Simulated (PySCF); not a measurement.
CH4O, charge -1, doublet, at a GFN2-xTB geometry of the parent state (a state made from the parent by changing its charge; the spin is typed, not shown lowest) (in this run its highest filled SCF level lies above zero, so its values depend strongly on the basis, on diffuse functions most of all); PBE/6-31G in PySCF.

Input for PySCF:
```python
from pyscf import gto, scf, dft

mol = gto.M(
    atom='''
C    -0.05774864    0.65750333    0.00623833
O    -0.03498085   -0.74857812   -0.00758921
H    -1.10610419    0.95010140    0.00407242
H     0.88017380   -1.04794998   -0.00613415
H     0.42182552    1.06188832    0.90433371
H     0.43044352    1.07956523   -0.87898825
''',
    basis='6-31g',
    charge=-1,
    spin=1,
    verbose=5,
)

mf = dft.UKS(mol)
mf.xc = 'pbe'
mf.kernel()
mf.analyze()
```

Output, abridged:

```
PySCF version 2.14.0

[INPUT] verbose = 5
[INPUT] max_memory = 4000
[INPUT] num. atoms = 6
[INPUT] num. electrons = 19
[INPUT] charge = -1
[INPUT] spin (= nelec alpha-beta = 2S) = 1
[INPUT] symmetry False subgroup None
[INPUT] Mole.unit = angstrom
[INPUT] Symbol           X                Y                Z      unit          X                Y                Z       unit  Magmom
[...]
[INPUT] ---------------- BASIS SET ----------------
[INPUT] l, kappa, [nprim/nctr], expnt,             c_1 c_2 ...
[INPUT] C
[...]
                                457.36951         0.0140373
                                103.94869         0.0688426
                                29.210155         0.2321844
                                9.286663          0.4679413
                                3.163927          0.362312
[...]
                                1.8812885         -0.1608542
                                0.5442493         1.1434564
[...]
                                1.8812885         0.316424
                                0.5442493         0.7443083
[...]
[INPUT] H
[...]
                                2.8253937         0.23472695
                                0.6401217         0.81375733
[...]
[INPUT] O
[...]
                                825.23495         0.0139501
                                188.04696         0.0684451
                                52.9645           0.2327143
                                16.89757          0.470193
                                5.7996353         0.3585209
[...]
                                3.5999336         -0.1480263
                                1.0137618         1.130767
[...]
                                3.5999336         0.3397528
                                1.0137618         0.7271586
[...]
nuclear repulsion = 40.5175229963512
number of shells = 18
number of NR pGTOs = 60
number of NR cGTOs = 26
basis = 6-31g
ecp = {}

******** <class 'pyscf.dft.uks.UKS'> ********
method = UKS
initial guess = minao
damping factor = 0
level_shift factor = 0
DIIS = <class 'pyscf.scf.diis.CDIIS'>
diis_start_cycle = 1
diis_space = 8
diis_damp = 0
SCF conv_tol = 1e-09
SCF conv_tol_grad = None
SCF max_cycles = 50
direct_scf = True
direct_scf_tol = 1e-13
number electrons alpha = 10  beta = 9
XC library pyscf.dft.libxc version 7.1.2
    S. Lehtola, C. Steigemann, M. J. T. Oliveira, and M. A. L. Marques,  SoftwareX 7, 1–5 (2018)
XC functionals = pbe
    J. P. Perdew, K. Burke, and M. Ernzerhof,  Phys. Rev. Lett. 77, 3865 (1996)
    J. P. Perdew, K. Burke, and M. Ernzerhof,  Phys. Rev. Lett. 78, 1396 (1997)
    J. P. Perdew, K. Burke, and M. Ernzerhof,  Phys. Rev. Lett. 77, 3865 (1996)
    J. P. Perdew, K. Burke, and M. Ernzerhof,  Phys. Rev. Lett. 78, 1396 (1997)
radial grids:
    Treutler-Ahlrichs [JCP 102, 346 (1995); DOI:10.1063/1.469408] (M4) radial grids

becke partition: Becke, JCP 88, 2547 (1988); DOI:10.1063/1.454033
pruning grids: <function nwchem_prune>
grids dens level: 3
symmetrized grids: False
atomic radii adjust function: <function treutler_atomic_radii_adjust>
small_rho_cutoff = 0
Set gradient conv threshold to 3.16228e-05
atom C rad-grids = 75, ang-grids = [ 50  50  50  50  50  50  50  50  50  50  50  50  50  50  50  50  50  50
  50  50  50  50  86  86  86  86  86  86  86  86  86  86 266 266 266 266
 266 266 302 302 302 302 302 302 302 302 302 302 302 302 302 302 302 302
 302 302 302 302 266 266 266 266 266 266 266 266 266 266 266 266 266 266
 266 266 266]
atom O rad-grids = 75, ang-grids = [ 50  50  50  50  50  50  50  50  50  50  50  50  50  50  50  50  50  50
  50  50  50  50  50  86  86  86  86  86  86  86  86  86 266 266 266 266
 266 266 266 302 302 302 302 302 302 302 302 302 302 302 302 302 302 302
 302 302 302 302 302 266 266 266 266 266 266 266 266 266 266 266 266 266
 266 266 266]
atom H rad-grids = 50, ang-grids = [ 50  50  50  50  50  50  50  50  50  50  50  50  50  50  50  86  86  86
[...]
converged SCF energy = -115.374435093597  <S^2> = 0.75089373  2S+1 = 2.0008935
Total Energy =                        -115.374435093597057
[...]
0 C 3pz          0.00161  -0.08421   0.00113  -0.00022  -0.00034
1 O 1s          -0.00075   0.00000   0.00175  -0.00126   0.00070
1 O 2s           0.07663  -0.00000  -0.07154   0.09098   0.00092
1 O 3s           0.11840   0.00000   0.30210  -0.22311   0.17150
1 O 2px          0.15433   0.00011  -0.08866   0.12329  -0.00325
1 O 2py         -0.00740   0.00024   0.05896  -0.05490   0.03120
1 O 2pz          0.00067  -0.02380   0.00016   0.00005   0.00029
1 O 3px         -0.36316  -0.00447  -0.26423   0.21199   0.77961
1 O 3py         -0.49726  -0.00916   0.02100   0.62037  -0.45185
1 O 3pz         -0.00668   0.92428  -0.00107   0.00717  -0.00071
2 H 1s           0.01881   0.00000   0.10803   0.00318  -0.07069
2 H 2s          -0.03441  -0.00000  -0.12780   0.10068   0.22256
3 H 1s          -0.16130   0.00000   0.13044  -0.19400   0.09497
3 H 2s           0.40002  -0.00000  -0.33426   0.44287   0.08261
4 H 1s           0.17214   0.08769   0.02767   0.08752   0.01876
4 H 2s          -0.33462  -0.23972   0.09102  -0.13452   0.00536
5 H 1s           0.17214  -0.08769   0.02767   0.08752   0.01876
5 H 2s          -0.33462   0.23972   0.09102  -0.13452   0.00536
               #26
0 C 1s          -0.00023
0 C 2s           0.00676
0 C 3s          -0.25340
0 C 2px         -0.00948
0 C 2py         -0.10456
0 C 2pz         -0.00108
0 C 3px         -0.00013
0 C 3py         -0.03506
0 C 3pz         -0.00035
1 O 1s           0.00471
1 O 2s          -0.04991
1 O 3s           0.87286
1 O 2px          0.00717
1 O 2py         -0.02650
1 O 2pz         -0.00023
1 O 3px          0.09327
1 O 3py          0.32775
1 O 3pz          0.00370
2 H 1s           0.00855
2 H 2s          -0.06312
3 H 1s           0.04347
3 H 2s           0.13381
4 H 1s           0.02002
4 H 2s          -0.09367
5 H 1s           0.02002
5 H 2s          -0.09367

To work with the spin densities directly, `use mulliken_meta_spin()` only printing them here.

 ** Mulliken spin pop alpha/beta on meta-lowdin orthogonal AOs **
 ** Mulliken Spin Density (per AO)  **
spin_pop of  0 C 1s       -0.00000
spin_pop of  0 C 2s        0.03922
spin_pop of  0 C 3s        0.00364
spin_pop of  0 C 2px      -0.00211
spin_pop of  0 C 2py       0.13507
spin_pop of  0 C 2pz      -0.00738
spin_pop of  0 C 3px       0.00041
spin_pop of  0 C 3py       0.02002
spin_pop of  0 C 3pz       0.00007
spin_pop of  1 O 1s        0.00000
spin_pop of  1 O 2s        0.07536
spin_pop of  1 O 3s        0.01336
spin_pop of  1 O 2px       0.06433
spin_pop of  1 O 2py      -0.00137
spin_pop of  1 O 2pz      -0.00132
spin_pop of  1 O 3px       0.00739
spin_pop of  1 O 3py       0.00019
spin_pop of  1 O 3pz      -0.00016
spin_pop of  2 H 1s        0.01897
spin_pop of  2 H 2s        0.01747
spin_pop of  3 H 1s        0.31299
spin_pop of  3 H 2s        0.12175
spin_pop of  4 H 1s        0.05441
spin_pop of  4 H 2s        0.03665
spin_pop of  5 H 1s        0.05441
spin_pop of  5 H 2s        0.03665
 ** Mulliken Spin Density (per atom)  **
spin density of  0 C =      0.18894
spin density of  1 O =      0.15778
spin density of  2 H =      0.03644
spin density of  3 H =      0.43474
spin density of  4 H =      0.09105
spin density of  5 H =      0.09105
 ** Mulliken pop alpha/beta on meta-lowdin orthogonal AOs **
 ** Mulliken pop       alpha | beta **
[...]
In total            10.00000 | 9.00000
 ** Mulliken atomic charges   ( Nelec_alpha | Nelec_beta ) **
charge of  0C =     -0.24227  (     3.21561      3.02667 )
charge of  1O =     -0.62304  (     4.39041      4.23263 )
charge of  2H =      0.02723  (     0.50460      0.46817 )
charge of  3H =     -0.09440  (     0.76457      0.32983 )
charge of  4H =     -0.03376  (     0.56241      0.47135 )
charge of  5H =     -0.03376  (     0.56241      0.47135 )

WARN: System has nonzero charge -1; the dipole moment is origin-dependent.
Location of origin: [0. 0. 0.]

Dipole moment(X, Y, Z, Debye): -1.22035,  1.55302,  0.00949
```
